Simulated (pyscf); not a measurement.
Thermochemistry of product channels of Cl–Si(Cl)(Cl)–Cl (SMILES Cl[Si](Cl)(Cl)Cl) + SiH₂ (SMILES [SiH2]) [singlet] on the singlet surface, in kcal/mol, from ωB97M-D3(BJ)/def2-TZVP energies (ideal gas, 1 atm, RRHO with modes under 100 cm⁻¹ raised to 100, one conformer, R ln 2 for chiral ones without a mode under 150 cm⁻¹). PySCF, gas phase, ωB97X-D3(BJ)/def2-SVP geometries.

```
products                                                                           ΔE  ΔH(298 K)  ΔG(298 K)  ΔG(600 K)
-------------------------------------------------------------------------  ----------  ---------  ---------  ---------
:HSi–Cl (SMILES [SiH]Cl) [singlet] + Cl–SiH(Cl)–Cl (SMILES Cl[SiH](Cl)Cl)  (withheld)      -10.0      -11.9      -13.6
Cl–SiH₂–Si(Cl)(Cl)–Cl (SMILES Cl[SiH2][Si](Cl)(Cl)Cl)                      (withheld)      -50.7      -41.1      -31.5
```

**Question.** What belongs in the gaps?

**Answer.** 
- :HSi–Cl (SMILES [SiH]Cl) [singlet] + Cl–SiH(Cl)–Cl (SMILES Cl[SiH](Cl)Cl), ΔE: -11.2
- Cl–SiH₂–Si(Cl)(Cl)–Cl (SMILES Cl[SiH2][Si](Cl)(Cl)Cl), ΔE: -53.9

These are energies of the channels, which say nothing of barriers.
